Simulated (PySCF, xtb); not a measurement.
methanethiol cation (CH₄S), SMILES SC (connectivity only; charge and spin as stated), charge +1, multiplicity 2.

Harmonic wavenumbers (cm⁻¹) from GFN2-xTB run with xtb 6.7.1 at its own minimum, in rising order: 180, 760, 786, 807, 999, 1273, 1317, 1355, 2258, 2924, 2951, 3040.

**Question.** What does PBE0-D3(BJ)/def2-TZVP run with PySCF give at its own minimum? (Estimate from the structure and the level; the computed values follow.)

**Answer.** 217, 735, 791, 817, 1095, 1301, 1393, 1415, 2621, 3005, 3074, 3182. Paired by order, the mean absolute difference is 87 cm⁻¹ and the zero-point energies are 26.7 and 28.1 kcal/mol.
